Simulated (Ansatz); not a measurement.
## Worked example: correlation energy of PH3⁺, doublet

Geometry: a point of a breathe scan, not a stationary point.

```xyz
4

P     0.0001   -0.0001   -0.0502
H     2.0622    0.0221    0.5188
H    -1.0515    1.7770    0.5090
H    -1.0144   -1.7970    0.5139
```

Basis 6-31G; Ansatz 0.2.0. Correlated methods freeze the noble-gas cores, which leaves 7 electrons in 14 orbitals. Prefix R: restricted or restricted open-shell reference.

Full CI is exact within this basis and frozen core; it isn't the basis-set limit.

Runs differ by some tens of microhartree through their thresholds and, for an open shell, their frozen cores, so steps under 0.03 kcal/mol mean nothing.

```
    level  total energy (hartree)
      RHF             -341.824826
     RMP2             -341.912776
   RCCSD*             -341.959014
RCCSD(T)*             -341.964038
   RCCSDT             -341.966729
RCCSDT(Q)             -341.967240
  RCCSDTQ             -341.967351
  full CI             -341.967379
```

Question: What is the correlation energy at full CI, and what share of it do RMP2 and RCCSD recover?

Answer: E(corr) = -341.967379 − (-341.824826) = -0.142553 hartree = -3.879 eV. RMP2: -0.087950 / -0.142553 = 61.70 %. RCCSD: -0.134188 / -0.142553 = 94.13 %.

Question: By how many kcal/mol does RCCSD(T) miss full CI (1 hartree = 627.509 kcal/mol), and which steps make up the rest?

Answer: -341.964038 − (-341.967379) = 0.003341 hartree = 2.10 kcal/mol. Steps: RCCSDT − RCCSD(T) = -1.69, RCCSDT(Q) − RCCSDT = -0.32, RCCSDTQ − RCCSDT(Q) = -0.07, full CI − RCCSDTQ = -0.02 kcal/mol. Differences between like states or geometries often cancel part of this.

An asterisk marks runs whose energy the program itself flagged as in doubt.
